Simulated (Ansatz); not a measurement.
**FH2SSi− (SMILES F[SiH-]S): single points off equilibrium**

The task here is to estimate one member of a computed series from the others.

Computed with Ansatz 0.2.0, Gaussian basis. Level: single points in def2-TZVPPD.

Correlated methods freeze the cores.

## Starting geometry

SMILES `F[SiH-]S`, 5 atoms, charge -1, spin multiplicity 1.

Atoms are counted from 1 here; the program's logs count them from 0.

Bond lengths: F1–Si2 1.658 Å, Si2–S3 2.339 Å, Si2–H4 1.418 Å, S3–H5 1.604 Å. Angles: F1–Si2–S3 99.6°, F1–Si2–H4 89.6°, S3–Si2–H4 89.2°, Si2–S3–H5 88.1°.

Geometry (Å):

```
F    -1.33940   -0.00140    0.90560
Si   -0.88350   -0.22090   -0.67320
S     1.11260    0.99780   -0.67480
H    -0.15410   -1.37600   -0.29230
H     1.30050    0.59130    0.86560
```

Set-up of the first run:

run/in.yaml

```yaml
crystal:
  periodic: [false, false, false]
  atoms:
    - {symbol: F, position_ang: [-1.339400, -0.001400, 0.905600]}
    - {symbol: Si, position_ang: [-0.883500, -0.220900, -0.673200]}
    - {symbol: S, position_ang: [1.112600, 0.997800, -0.674800]}
    - {symbol: H, position_ang: [-0.154100, -1.376000, -0.292300]}
    - {symbol: H, position_ang: [1.300500, 0.591300, 0.865600]}
basis:
  gaussian: {orbitals: "def2-TZVPPD.json"}
total_charge: -1
correlation: {method: ccsd_t}
output: {forces: true}
```

The basis file named in the input lies beside it (Basis Set Exchange, JSON).

No record of the launch command was kept for these runs.

Steps of the session up to this table: CCSD(T)/def2-TZVPPD; PBE0-D4/def2-TZVPPD; wB97M-V/def2-TZVPPD; r2SCAN-D4/def2-TZVPPD; PBE-D4/def2-TZVPPD; B97M-V/def2-TZVPPD; BLYP-D4/def2-TZVPPD.

One table of the session follows, with a row left open; its other results are not shown here.

| method | RMS force component (eV/Å) | angle to CCSD(T) forces (°) |
| --- | --- | --- |
| CCSD(T) | 1.467 | reference |
| PBE0-D4 | 1.528 | 2.4 |
| wB97M-V | 1.531 | 1.8 |
| r2SCAN-D4 | 1.487 | 1.9 |
| PBE-D4 | ? | ? |
| B97M-V | 1.487 | 4.7 |
| BLYP-D4 | 1.425 | 10.8 |

Q: Estimate the row for PBE-D4 from the others.

The run gave: RMS force component (eV/Å): 1.472; angle to CCSD(T) forces (°): 8.5. In the column «RMS force component (eV/Å)» it lies between CCSD(T) (1.467) and r2SCAN-D4 (1.487).
